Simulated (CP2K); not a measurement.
# SO3 (sulfur trioxide): a chain of runs

We compute a series of 8 runs (PBE/def2-SVP, UPBE/def2-SVP) of O3S. The setting varied is the cutoff. 

Program for the calculation: CP2K 2026.2.

6 further runs of the same task are left out: 6 set aside as unsound or not needed.

### 1 Starting point

SO3 has 4 atoms, charge 0, and is taken as a singlet. As SMILES, `O=S(=O)=O`. Geometry: relaxed at GFN2-xTB.

Bond lengths: O1–S2 1.418 Å, S2–O3 1.418 Å, S2–O4 1.418 Å. Angles: O1–S2–O3 120.0°, O1–S2–O4 120.0°, O3–S2–O4 120.0°.

### 2 Energy and forces at PBE/def2-SVP (run 1)

File job.inp:

```
&FORCE_EVAL
    METHOD QS
    &DFT
        BASIS_SET_FILE_NAME ./def2_svp.basis
        POTENTIAL_FILE_NAME POTENTIAL
        &QS
            METHOD GAPW
            EPS_DEFAULT 1.0E-10
        &END
        ! real-space grids
        &MGRID
            CUTOFF 200
            REL_CUTOFF 50
            NGRIDS 4
        &END
        ! no periodic images
        &POISSON
            PERIODIC NONE
            POISSON_SOLVER WAVELET
        &END
        ! self-consistent field
        &SCF
            SCF_GUESS ATOMIC
            EPS_SCF 1.0E-06
            MAX_SCF 50
            &OT
                MINIMIZER CG
                PRECONDITIONER FULL_ALL
            &END
            &OUTER_SCF
                EPS_SCF 1.0E-06
                MAX_SCF 8
            &END
        &END
        &XC
            &XC_FUNCTIONAL PBE
            &END
        &END
        &PRINT
            &MOMENTS
                PERIODIC F
                REFERENCE COM
                MAX_MOMENT 1
            &END
            &MO_CUBES
                NLUMO 1
                NHOMO -1
                WRITE_CUBE F
            &END
            &HIRSHFELD OFF
            &END
        &END
    &END
    &SUBSYS
        &CELL
            ABC 9.4 9.4 9.4
            PERIODIC NONE
        &END
        &COORD
            O      3.486070     3.852410     5.456175
            S      4.606350     4.536020     4.919595
            O      5.913930     4.208660     5.360295
            O      4.418850     5.547590     3.943825
        &END
        &KIND O
            BASIS_SET def2-SVP
            POTENTIAL ALL
        &END
        &KIND S
            BASIS_SET def2-SVP
            POTENTIAL ALL
        &END
    &END
    ! extra output
    &PRINT
        &FORCES ON
        &END
    &END
&END
&GLOBAL
    PROJECT job
    RUN_TYPE ENERGY_FORCE
    PRINT_LEVEL MEDIUM
&END
```

The run is started by

```sh
$ OMP_NUM_THREADS=2 cp2k.psmp job.inp > job.out
```

The log of the run:

```text
CP2K| version string:                                       CP2K version 2026.2
[...]
 GLOBAL| Method name                                                        CP2K
[...]
 GLOBAL| Run type                                                   ENERGY_FORCE
[...]
 DFT| Spin restricted Kohn-Sham (RKS) calculation                            RKS
 DFT| Multiplicity                                                             1
[...]
 DFT| Charge                                                                   0
[...]
 FUNCTIONAL| PBE:
 QS| Method:                                                                GAPW
[...]
 QS| Density cutoff [a.u.]:                                                100.0
[...]
 QS| Relative density cutoff [a.u.]:                                        25.0
[...]
                             - Atoms:                                          4
[...]
                             - Spherical basis functions:                     60
[...]
 Number of electrons:                                                         40
[...]
     1 OT CG       0.15E+00    0.5     0.54360181      -596.3353862723 -5.96E+02
[...]
     5 OT CG       0.65E-01    0.2     0.00000042      -623.0832119303 -2.50E-10
  *** SCF run converged in     5 steps ***
[...]
  Overlap energy of the core charge distribution:               0.00000557072911
  Self energy of the core charge distribution:               -390.67385281244566
  Core Hamiltonian energy:                                   -246.83350356760272
  Hartree energy:                                              65.98343762822670
  Exchange-correlation energy:                                -14.23072506191857
[...]
                     Mulliken Population Analysis
 #  Atom  Element  Kind  Atomic population                           Net charge
       1     O        1          8.317006                             -0.317006
       2     S        2         15.048816                              0.951184
       3     O        1          8.317172                             -0.317172
       4     O        1          8.317007                             -0.317007
 # Total charge                             40.000000                 -0.000000
[...]
  Dipole moment [Debye]
    X=  0.1601163E-03 Y= -0.1468035E-03 Z= -0.2577195E-02  Total=      0.0025863
[...]
 HOMO - LUMO gap [eV] :    4.755533
 ENERGY| Total FORCE_EVAL ( QS ) energy [hartree]           -623.083211930339303
 FORCES| Atomic forces [hartree/bohr]
 FORCES|   Atom     x               y               z               |f|
 FORCES|      1 -5.35128848E-02 -3.28602580E-02  2.55612676E-02   6.77997330E-02
 FORCES|      2  4.56538762E-04 -4.24494167E-05  8.57619161E-05   4.66459752E-04
 FORCES|      3  6.17268234E-02 -1.61271250E-02  1.97019711E-02   6.67716448E-02
 FORCES|      4 -9.70653576E-03  4.78792312E-02 -4.61568398E-02   6.72093110E-02
 FORCES| Sum    -1.03605845E-03 -1.15060122E-03 -8.07839237E-04
 FORCES| Total atomic force                                       1.74639758E-03
[...]
```

It took 30 s on 2 threads of Intel Xeon Platinum 8488C (Sapphire Rapids), shared host; peak memory 0.38 GiB.

### 3 The doublet cation: energy and forces at UPBE/def2-SVP (run 2)

File calc.inp:

```
&GLOBAL
   PROJECT calc
   RUN_TYPE ENERGY_FORCE
   PRINT_LEVEL MEDIUM
&END GLOBAL
&FORCE_EVAL
   METHOD Quickstep
   &DFT
      BASIS_SET_FILE_NAME ./def2_svp.basis
      POTENTIAL_FILE_NAME POTENTIAL
      CHARGE 1
      MULTIPLICITY 2
      UKS T
      &QS
         METHOD GAPW
         EPS_DEFAULT 1.0E-10
      &END QS
      &MGRID
         CUTOFF 200
         REL_CUTOFF 50
         NGRIDS 4
      &END MGRID
      &POISSON
         PERIODIC NONE
         POISSON_SOLVER WAVELET
      &END POISSON
      &SCF
         SCF_GUESS ATOMIC
         EPS_SCF 1.0E-06
         MAX_SCF 150
         ADDED_MOS 5
         &DIAGONALIZATION
            ALGORITHM STANDARD
         &END DIAGONALIZATION
         &MIXING
            METHOD DIRECT_P_MIXING
            ALPHA 0.4
         &END MIXING
      &END SCF
      &XC
         &XC_FUNCTIONAL PBE
         &END XC_FUNCTIONAL
      &END XC
      &PRINT
         &MOMENTS
            PERIODIC F
            REFERENCE COM
            MAX_MOMENT 1
         &END MOMENTS
         &MO ON
            ENERGIES T
            OCCUPATION_NUMBERS T
            NDIGITS 6
            &EACH
               QS_SCF 0
            &END EACH
            ADD_LAST NUMERIC
         &END MO
         &HIRSHFELD OFF
         &END HIRSHFELD
      &END PRINT
   &END DFT
   &SUBSYS
      &CELL
         ABC [angstrom] 9.4 9.4 9.4
         PERIODIC NONE
      &END CELL
      &COORD
         O      3.486070     3.852410     5.456175
         S      4.606350     4.536020     4.919595
         O      5.913930     4.208660     5.360295
         O      4.418850     5.547590     3.943825
      &END COORD
      &KIND O
         BASIS_SET def2-SVP
         POTENTIAL ALL
      &END KIND
      &KIND S
         BASIS_SET def2-SVP
         POTENTIAL ALL
      &END KIND
   &END SUBSYS
   &PRINT
      &FORCES ON
      &END FORCES
   &END PRINT
&END FORCE_EVAL
```

The run is started by

```sh
$ OMP_NUM_THREADS=2 cp2k.psmp -i calc.inp -o calc.out
```

The log of the run, cut to the lines that bear on the results:

```text
CP2K| version string:                                       CP2K version 2026.2
[...]
 GLOBAL| Method name                                                        CP2K
[...]
 GLOBAL| Run type                                                   ENERGY_FORCE
[...]
 DFT| Spin unrestricted (spin-polarized) Kohn-Sham calculation               UKS
 DFT| Multiplicity                                                             2
[...]
 DFT| Charge                                                                   1
[...]
 FUNCTIONAL| PBE:
 QS| Method:                                                                GAPW
[...]
 QS| Density cutoff [a.u.]:                                                100.0
[...]
 QS| Relative density cutoff [a.u.]:                                        25.0
[...]
                             - Atoms:                                          4
[...]
                             - Spherical basis functions:                     60
[...]
 Number of electrons:                                                         20
[...]
     1 P_Mix/Diag. 0.40E+00    0.5     0.26033654      -615.1591915987 -6.15E+02
[...]
    19 DIIS/Diag.  0.13E-05    0.4     0.00000063      -622.6402634554 -6.50E-11
  *** SCF run converged in    19 steps ***
[...]
  Overlap energy of the core charge distribution:               0.00000557072911
  Self energy of the core charge distribution:               -390.67385281244566
  Core Hamiltonian energy:                                   -247.45581843288500
  Hartree energy:                                              66.58395082222599
  Exchange-correlation energy:                                -13.79449158352216
[...]
  Ideal and single determinant S**2 :                    0.750000       0.753924
[...]
                     Mulliken Population Analysis
 #  Atom  Element  Kind  Atomic population (alpha,beta) Net charge  Spin moment
       1     O        1         4.202807     3.830668    -0.033475     0.372140
       2     S        2         7.391739     7.507563     1.100699    -0.115824
       3     O        1         4.202892     3.830717    -0.033610     0.372175
[...]
  Dipole moment [Debye]
    X=  0.6137003E-03 Y= -0.9010102E-03 Z= -0.1414201E-02  Total=      0.0017856
 ENERGY| Total FORCE_EVAL ( QS ) energy [hartree]           -622.640263455439936
[...]
```

Wall time 9.9 s (2 threads of Intel Xeon Platinum 8488C (Sapphire Rapids), shared host); peak memory 0.44 GiB.

Runs 3 to 5 aren't shown in full; the table further down has their settings and results.

### 4 The doublet cation: energy and forces at UPBE/def2-SVP (run 6)

File molecule.inp:

```
&GLOBAL
    PROJECT molecule
    RUN_TYPE ENERGY_FORCE
    PRINT_LEVEL MEDIUM
&END

&FORCE_EVAL
    METHOD Quickstep
    &DFT
        BASIS_SET_FILE_NAME ./def2_svp.basis
        POTENTIAL_FILE_NAME POTENTIAL
        CHARGE 1
        MULTIPLICITY 2
        UKS T
        &QS
            METHOD GAPW
            EPS_DEFAULT 1.0E-10
        &END
        &MGRID
            CUTOFF 400
            REL_CUTOFF 50
            NGRIDS 4
        &END
        ! isolated system
        &POISSON
            PERIODIC NONE
            POISSON_SOLVER WAVELET
        &END
        &SCF
            SCF_GUESS ATOMIC
            EPS_SCF 1.0E-06
            MAX_SCF 150
            ADDED_MOS 5
            &DIAGONALIZATION
                ALGORITHM STANDARD
            &END
            &MIXING
                METHOD DIRECT_P_MIXING
                ALPHA 0.4
            &END
        &END
        ! exchange and correlation
        &XC
            &XC_FUNCTIONAL PBE
            &END
        &END
        &PRINT
            &MOMENTS
                PERIODIC F
                REFERENCE COM
                MAX_MOMENT 1
            &END
            &MO ON
                ENERGIES T
                OCCUPATION_NUMBERS T
                NDIGITS 6
                &EACH
                    QS_SCF 0
                &END
                ADD_LAST NUMERIC
            &END
            &HIRSHFELD OFF
            &END
        &END
    &END
    ! atoms, cell and kinds
    &SUBSYS
        ! box in angstrom
        &CELL
            ABC [angstrom] 9.4 9.4 9.4
            PERIODIC NONE
        &END
        &COORD
            O      3.486070     3.852410     5.456175
            S      4.606350     4.536020     4.919595
            O      5.913930     4.208660     5.360295
            O      4.418850     5.547590     3.943825
        &END
        &KIND O
            BASIS_SET def2-SVP
            POTENTIAL ALL
        &END
        &KIND S
            BASIS_SET def2-SVP
            POTENTIAL ALL
        &END
    &END
    &PRINT
        &FORCES ON
        &END
    &END
&END
```

The run is started by

```sh
$ OMP_NUM_THREADS=2 cp2k.psmp molecule.inp > molecule.out
```

The log of the run, cut to the lines that bear on the results:

```text
CP2K| version string:                                       CP2K version 2026.2
[...]
 GLOBAL| Method name                                                        CP2K
[...]
 GLOBAL| Run type                                                   ENERGY_FORCE
[...]
 DFT| Spin unrestricted (spin-polarized) Kohn-Sham calculation               UKS
 DFT| Multiplicity                                                             2
[...]
 DFT| Charge                                                                   1
[...]
 FUNCTIONAL| PBE:
 QS| Method:                                                                GAPW
[...]
 QS| Density cutoff [a.u.]:                                                200.0
[...]
 QS| Relative density cutoff [a.u.]:                                        25.0
[...]
                             - Atoms:                                          4
[...]
                             - Spherical basis functions:                     60
[...]
 Number of electrons:                                                         20
[...]
     1 P_Mix/Diag. 0.40E+00    1.7     0.26034387      -615.1591244677 -6.15E+02
[...]
    19 DIIS/Diag.  0.17E-05    1.4     0.00000062      -622.6402632162 -6.97E-11
  *** SCF run converged in    19 steps ***
[...]
  Overlap energy of the core charge distribution:               0.00000557072911
  Self energy of the core charge distribution:               -390.67385281244566
  Core Hamiltonian energy:                                   -247.45572322937684
  Hartree energy:                                              66.58389296871769
  Exchange-correlation energy:                                -13.79453913164292
[...]
  Ideal and single determinant S**2 :                    0.750000       0.753922
[...]
                     Mulliken Population Analysis
 #  Atom  Element  Kind  Atomic population (alpha,beta) Net charge  Spin moment
       1     O        1         4.202815     3.830767    -0.033582     0.372048
       2     S        2         7.391579     7.507452     1.100969    -0.115873
       3     O        1         4.202945     3.830748    -0.033693     0.372196
[...]
  Dipole moment [Debye]
    X=  0.5930431E-03 Y= -0.7731480E-03 Z= -0.1515620E-02  Total=      0.0018018
 ENERGY| Total FORCE_EVAL ( QS ) energy [hartree]           -622.640263216155063
[...]
```

It took 35 s on 2 threads of Intel Xeon Platinum 8488C (Sapphire Rapids), shared host; peak memory 1 GiB.

Run 7 isn't shown in full; the table further down has it.

### 5 The doublet cation: energy and forces at UPBE/def2-SVP (run 8)

Changes to calc.inp since step 3:

```diff
@@ -5,4 +5,5 @@
 &END GLOBAL
+
 &FORCE_EVAL
-   METHOD Quickstep
+   METHOD QUICKSTEP
    &DFT
@@ -12,3 +13,3 @@
       MULTIPLICITY 2
-      UKS T
+      SPIN_POLARIZED T
       &QS
@@ -18,3 +19,3 @@
       &MGRID
-         CUTOFF 200
+         CUTOFF 550
          REL_CUTOFF 50
@@ -39,2 +40,3 @@
       &END SCF
+      ! exchange and correlation
       &XC
@@ -62,5 +64,6 @@
    &END DFT
+   ! atoms, cell and kinds
    &SUBSYS
       &CELL
-         ABC [angstrom] 9.4 9.4 9.4
+         ABC 9.4 9.4 9.4
          PERIODIC NONE
```

The run is started by

```sh
$ OMP_NUM_THREADS=2 cp2k.psmp -i calc.inp > calc.out 2>&1
```

The log of the run, cut to the lines that bear on the results:

```text
CP2K| version string:                                       CP2K version 2026.2
[...]
 GLOBAL| Method name                                                        CP2K
[...]
 GLOBAL| Run type                                                   ENERGY_FORCE
[...]
 DFT| Spin unrestricted (spin-polarized) Kohn-Sham calculation               UKS
 DFT| Multiplicity                                                             2
[...]
 DFT| Charge                                                                   1
[...]
 FUNCTIONAL| PBE:
 QS| Method:                                                                GAPW
[...]
 QS| Density cutoff [a.u.]:                                                275.0
[...]
 QS| Relative density cutoff [a.u.]:                                        25.0
[...]
                             - Atoms:                                          4
[...]
                             - Spherical basis functions:                     60
[...]
 Number of electrons:                                                         20
[...]
     1 P_Mix/Diag. 0.40E+00    4.8     0.26034372      -615.1591254022 -6.15E+02
[...]
    19 DIIS/Diag.  0.17E-05    3.6     0.00000077      -622.6402595491 -6.33E-11
  *** SCF run converged in    19 steps ***
[...]
  Overlap energy of the core charge distribution:               0.00000557072911
  Self energy of the core charge distribution:               -390.67385281244566
  Core Hamiltonian energy:                                   -247.45574113699689
  Hartree energy:                                              66.58390797768197
  Exchange-correlation energy:                                -13.79453569363801
[...]
  Ideal and single determinant S**2 :                    0.750000       0.753922
[...]
                     Mulliken Population Analysis
 #  Atom  Element  Kind  Atomic population (alpha,beta) Net charge  Spin moment
       1     O        1         4.202812     3.830762    -0.033575     0.372050
       2     S        2         7.391584     7.507456     1.100959    -0.115872
       3     O        1         4.202945     3.830746    -0.033691     0.372199
[...]
  Dipole moment [Debye]
    X=  0.5859727E-03 Y= -0.8040792E-03 Z= -0.1498776E-02  Total=      0.0017990
 ENERGY| Total FORCE_EVAL ( QS ) energy [hartree]           -622.640259549129837
[...]
```

Run time: 68 s. Hardware: 2 threads of Intel Xeon Platinum 8488C (Sapphire Rapids), shared host; peak memory 1.3 GiB.

### 6 The series

```csv
run,level,cutoff,iteration cap,partner,energy (Eh),HOMO energy (eV),LUMO energy (eV),largest force (eV/Å),wall time
1,PBE/def2-SVP,200,50,base,-623.083212,-7.86,-3.11,3.486,30 s
2,UPBE/def2-SVP,200,150,cation,-622.640263,-17.50,-16.23,3.513,9.9 s
3,PBE/def2-SVP,280,50,base,-623.083196,-7.86,-3.11,3.422,45 s
4,UPBE/def2-SVP,280,150,cation,-622.640259,-17.50,-16.23,3.453,17 s
5,PBE/def2-SVP,400,50,base,-623.083202,-7.86,-3.11,3.421,91 s
6,UPBE/def2-SVP,400,150,cation,-622.640263,-17.50,-16.23,3.454,35 s
7,PBE/def2-SVP,550,50,base,-623.083198,-7.86,-3.11,3.422,3.3 min
8,UPBE/def2-SVP,550,150,cation,-622.640260,-17.50,-16.23,3.454,68 s
```

Convergence of the total energy of singlet SO3 with the cutoff, against the last point:

```
cutoff  from the last (mEh)  wall time
200 Ry               -0.014       30 s
280 Ry               +0.002       45 s
400 Ry               -0.004       91 s
550 Ry               +0.000    3.3 min
```

Convergence of the largest force on an atom of singlet SO3 with the cutoff, against the last point:

```csv
cutoff,from the last (eV/Å),wall time
200 Ry,+0.06449,30 s
280 Ry,-0.00028,45 s
400 Ry,-0.00058,91 s
550 Ry,+0.00000,3.3 min
```

### 7 Outcome

| quantity | value |
| --- | --- |
| doublet cation, run 8: total energy | -622.64026 Eh |
| doublet cation, run 8: HOMO energy (highest over α and β) | -17.50 eV |
| doublet cation, run 8: LUMO energy (lowest over α and β) | -16.23 eV |
| doublet cation, run 8: ⟨S²⟩ | 0.754 |
| doublet cation, run 8: largest force on an atom | 3.454 eV/Å |
| vertical ionisation energy (to the doublet cation) (run 1, cutoff 200) | 12.053 eV |
| vertical ionisation energy (to the doublet cation) (run 3, cutoff 280) | 12.053 eV |
| vertical ionisation energy (to the doublet cation) (run 5, cutoff 400) | 12.053 eV |
| vertical ionisation energy (to the doublet cation) (run 7, cutoff 550) | 12.053 eV |

**Reading.** For the total energy of singlet SO3 to stay within 0.01 mEh of the last point, 280 Ry is the first point of the series from which all later ones do (45 s against 3.3 min). For the largest force on an atom of singlet SO3 to stay within 0.05 eV/Å of the last point, 280 Ry is the first point of the series from which all later ones do (45 s against 3.3 min). For the largest force on an atom of singlet SO3 to stay within 0.01 eV/Å of the last point, 280 Ry is the first point of the series from which all later ones do (45 s against 3.3 min). All runs together took 8.2 min, the longest 3.3 min.
